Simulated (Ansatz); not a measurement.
**How far each method lies from UCCSDT(Q) for OH, doublet**

Geometry: that of the OH⁺, singlet, kept fixed.

```xyz
2

O     0.0000    0.0000    0.0000
H     0.0000    0.0000    1.0366
```

Basis aug-cc-pVTZ; Ansatz 0.2.0. Correlated methods freeze the noble-gas cores, which leaves 7 electrons in 68 orbitals. Prefix R: restricted or restricted open-shell reference; prefix U: unrestricted. Active spaces: valence = (7e, 5o) chosen from the atoms' valence shells.

Full CI isn't at hand for all of this; UCCSDT(Q) serves as the reference, and is uncertain by about the last step of the cluster series. The frozen core follows each run's orbitals, which can shift R against U totals by a few meV.

The UHF ⟨S²⟩ is 0.758, the T1 diagnostic (RCCSD) is 0.0157 and the largest doubles amplitude (RCCSD) is 0.026. The T1 diagnostic (UCCSD) is 0.0111.

```
                            level  E − E(UCCSDT(Q)) (kcal/mol)  share of correlation (%)     wall time
                              RHF                       145.89                      0.00             –
                              UHF                       142.68                      2.20             –
                             RMP2                        12.54                     91.40             –
                             UMP2                        12.79                     91.24             –
                            RCCSD                         4.34                     97.03             –
                            UCCSD                         4.27                     97.07             –
                         RCCSD(T)                         0.40                     99.73           6 s
                         UCCSD(T)                         0.38                     99.74         5.5 s
                          BCCD(T)                         0.41                     99.72         1.9 s
                           RCCSDT                         0.17                     99.88             –
                           UCCSDT                         0.15                     99.90             –
                        RCCSDT(Q)                         0.04                     99.97  3.4 s (H100)
           CASSCF (valence space)                       128.34                     12.03             –
           NEVPT2 (valence space)                        19.19                     86.84        0.73 s
           MRCISD (valence space)                         6.91                     95.26             –
         MRCISD+Q (valence space)                         1.34                     99.08  2.4 s (H100)
MRCISD+Q(relaxed) (valence space)                         0.87                     99.40  1.8 s (H100)
```

The correlation energy at UCCSDT(Q), counted from RHF, is -6.326 eV. That run took 2.8 s on 5 threads of AMD EPYC 7R13 with a whole H100 80 GB, shared host.

Times hold each run's SCF and search for its determinant on a shared host, so for small cases they say little of a method's own cost; rows without a card ran on 1 thread of AMD EPYC 7R13.

Natural occupations of CASSCF (valence space) about the gap: 2.000 1.999 1.970 1.000 0.031; effectively unpaired electrons, Σ n²(2−n)², 1.01.
